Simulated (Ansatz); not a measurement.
# C4H4F2: ranking of conformers, by script

A script is to give a ranking of conformers; the system is C4H4F2.

All numbers are computed with Ansatz 0.2.0, driven from Python. Level of theory: PBE+D4/6-31G*.

### Step 1. Starting point

The script builds its own geometries from the SMILES C=C(F)C=CF.

The script holds or builds the structure itself.

### Step 2. The script

The input, conformers.py:

```python
"""Conformer energies of C4H4F2."""

import ansatz as az
from rdkit import Chem
from rdkit.Chem import AllChem

rd = Chem.AddHs(Chem.MolFromSmiles("C=C(F)C=CF"))
ids = list(AllChem.EmbedMultipleConfs(rd, numConfs=20, randomSeed=714, pruneRmsThresh=0.4))
field = [energy for _, energy in AllChem.MMFFOptimizeMoleculeConfs(rd)]
distinct = {round(e, 2): i for i, e in zip(ids, field)}
chosen = sorted(distinct.items())[:4]
found = []
for force_field, index in chosen:
    c4h4f2 = az.Crystal.molecule()
    for atom, xyz in zip(rd.GetAtoms(), rd.GetConformer(index).GetPositions()):
        c4h4f2 = c4h4f2.atom(atom.GetSymbol(), xyz.round(5).tolist())
    setup = c4h4f2.calculation()
    setup = setup.basis(gaussian="6-31G*")
    setup = setup.functional("pbe", dispersion="d4")
    found.append(setup.run(threads=1).report["free_energy_ev"])
print("conformer   MMFF (kcal/mol)   this level (kcal/mol)")
for (force_field, index), e in zip(chosen, found):
    print(f"{index:9d} {force_field - chosen[0][0]:17.2f} {23.060548 * (e - min(found)):17.3f}")
```

### Step 3. Launch

Launch:

```bash
$ python conformers.py
```

Log:

```text
conformer   MMFF (kcal/mol)   this level (kcal/mol)
        1              0.00             0.000
        0              2.72             1.455
```

Run time: 5.9 s. Hardware: 1 thread of Arm Neoverse V1, shared host; peak memory 0.25 GiB.

### Step 4. The engine's runs

One row for each of the 2 runs:

```
run  energy from run 1 (eV)  SCF cycles  CPU time (s)
  1                  0.0000          19           2.6
  2                  0.0631          19           2.7
```

### Step 5. What came out

| quantity | value |
| --- | --- |
| runs compared | 2 |
| lowest | run 1 |
| next above it by | 0.063 eV |

In words: The structures are force-field minima, not relaxed at this level. The SMILES has no stereo marks, so cis and trans isomers can stand among them. Of those tried, run 1 is lowest; run 2 lies 0.063 eV above it. These settings explore the input space; basis and method may be short of convergence. The conformers keep their force-field geometries.
